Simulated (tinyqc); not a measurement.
Hueckel theory of the pi electrons with the omega technique, for the molecule c1c[cH+]1 (SMILES; centres numbered as the heavy atoms are written), step by step. Computed by tinyqc, a small Python program that keeps every step. Settings: charge = 1, omega = 1.0, damping = 0.5. Command: `OMP_NUM_THREADS=1 python tinyqc.py 22396 22397 out.jsonl` (the two numbers bound the seeds that draw the settings). One thread of a shared host (Intel(R) Xeon(R) Processor @ 2.60GHz), about 0.01 s of CPU time with the checks.

## The Hueckel matrix

Centres:
```
centre  z_r, pi electrons of the neutral centre         h
1C                                            1  0.000000
2C                                            1  0.000000
3C                                            1  0.000000
```

Bonds:
```
i  j  k
1  2  1
2  3  1
3  1  1
```

H_rr = alpha + h_r beta, H_rs = k_rs beta for bonded centres.

Hueckel matrix in units of beta (H = alpha + beta A), order 1C, 2C, 3C:
```
[[0.000000, 1.000000, 1.000000],
 [1.000000, 0.000000, 1.000000],
 [1.000000, 1.000000, 0.000000]]
```

## Orbitals, round 1

pi electrons, sum of z_r less the charge = 2

Diagonalise; E = alpha + x beta with beta < 0, so the largest x are filled first; degenerate levels share their electrons. P = sum n_i c_ri c_si; each orbital has its largest coefficient positive (the first on a tie).

x values: [2.000000, -1.000000, -1.000000]

occupations: [2.000000, 0.000000, 0.000000]

coefficients, order 1C, 2C, 3C:
```
[[0.577350, -0.283201, 0.765809],
 [0.577350, 0.804811, -0.137645],
 [0.577350, -0.521609, -0.628164]]
```

charge and bond-order matrix P, order 1C, 2C, 3C:
```
[[0.666667, 0.666667, 0.666667],
 [0.666667, 0.666667, 0.666667],
 [0.666667, 0.666667, 0.666667]]
```

Within a degenerate level the vectors are fixed only up to a rotation; this is one choice.

## Omega technique, round 1

h_r = h_r(0) + omega q_r, omega = 1, with q_r = z_r - P_rr; 0.5 of the old diagonal is kept.

matrix after round 1, order 1C, 2C, 3C:
```
[[0.166667, 1.000000, 1.000000],
 [1.000000, 0.166667, 1.000000],
 [1.000000, 1.000000, 0.166667]]
```

## Orbitals, round 2

As before.

x values: [2.166667, -0.833333, -0.833333]

occupations: [2.000000, 0.000000, 0.000000]

coefficients, order 1C, 2C, 3C:
```
[[0.577350, -0.218222, 0.786795],
 [0.577350, 0.790495, -0.204412],
 [0.577350, -0.572273, -0.582383]]
```

charge and bond-order matrix P, order 1C, 2C, 3C:
```
[[0.666667, 0.666667, 0.666667],
 [0.666667, 0.666667, 0.666667],
 [0.666667, 0.666667, 0.666667]]
```

Within a degenerate level the vectors are fixed only up to a rotation; this is one choice.

## Omega technique, round 2

As before.

matrix after round 2, order 1C, 2C, 3C:
```
[[0.250000, 1.000000, 1.000000],
 [1.000000, 0.250000, 1.000000],
 [1.000000, 1.000000, 0.250000]]
```

## Convergence

Each round sets h_r = h_r(0) + omega (z_r - P_rr), keeping the share named as damping of the old diagonal; repeat until output and input diagonals agree to 1e-6.

Rounds:
```
round   sum n x  largest |h(out) - h(in)|
1      4.000000                  3.33e-01
2      4.333333                  1.67e-01
3      4.500000                  8.33e-02
4      4.583333                  4.17e-02
5      4.625000                  2.08e-02
6      4.645833                  1.04e-02
7      4.656250                  5.21e-03
8      4.661458                  2.60e-03
9      4.664062                  1.30e-03
10     4.665365                  6.51e-04
11     4.666016                  3.26e-04
12     4.666341                  1.63e-04
13     4.666504                  8.14e-05
14     4.666585                  4.07e-05
15     4.666626                  2.03e-05
16     4.666646                  1.02e-05
17     4.666656                  5.09e-06
18     4.666662                  2.54e-06
19     4.666664                  1.27e-06
20     4.666665                  6.36e-07
```

Converged in 20 rounds.

## Energy, charges, bond orders

final x values: [2.333333, -0.666667, -0.666667]

occupations: [2.000000, 0.000000, 0.000000]

final P, order 1C, 2C, 3C:
```
[[0.666667, 0.666667, 0.666667],
 [0.666667, 0.666667, 0.666667],
 [0.666667, 0.666667, 0.666667]]
```

E = sum n x; q_r = z_r - P_rr; bond order p = P_rs; free valence = sqrt(3) - sum of p over the bonds of the atom.

pi energy = 2 alpha + this times beta = 4.666665

pi charges: [0.333333, 0.333333, 0.333333]

Bond orders and lengths from R = 1.517 - 0.180 p (angstrom, C-C alone):
```
bond         p         R
1-2   0.666667  1.397000
2-3   0.666667  1.397000
3-1   0.666667  1.397000
```

free valence of the carbons: [0.398717, 0.398717, 0.398717]

gap between the highest filled and the next level = 3.000000 |beta|
